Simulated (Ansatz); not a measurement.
# CCl3: the cost of one run

Method: the levels named in each step, in Ansatz 0.2.0.

### Step 1. Starting point

Bond lengths: Cl1–C2 1.710 Å, C2–Cl3 1.709 Å, C2–Cl4 1.710 Å. Angles: Cl1–C2–Cl3 116.2°, Cl1–C2–Cl4 116.1°, Cl3–C2–Cl4 116.2°.

Structure file:

```xyz
4

Cl   -0.8921   -1.1737   -0.7971
C    -0.0929   -0.1046    0.2713
Cl    1.6015   -0.2925    0.3979
Cl   -0.6779    1.5016    0.3072
```

### Step 2. A rough first relaxation, PBE-D4/def2-SVP

Contents of input.yaml:

```yaml
crystal:
  periodic: [false, false, false]
  atoms:
    - { symbol: Cl, position_ang: [-0.89213, -1.17372, -0.79705] }
    - { symbol: C, position_ang: [-0.09285, -0.1046, 0.27132] }
    - { symbol: Cl, position_ang: [1.60154, -0.2925, 0.39792] }
    - { symbol: Cl, position_ang: [-0.67788, 1.50163, 0.30723] }
total_charge: 1
basis:
  gaussian: { orbitals: def2-SVP }
hamiltonian:
  xc: pbe
  dispersion: d4
relax:
  f_tol: 0.03
  max_steps: 200
```

Launch:

```sh
$ ansatz run input.yaml --threads 4 --pin off --max-ram 10240MiB --backend cpu --events-out ev --progress --plain --runs-dir out
```

Q: Estimate wall time and peak memory on 4 threads of Intel Xeon at 2.50GHz (Skylake/Cascade Lake), shared host.

About 4.7 s, with a peak of 0.14 GiB.
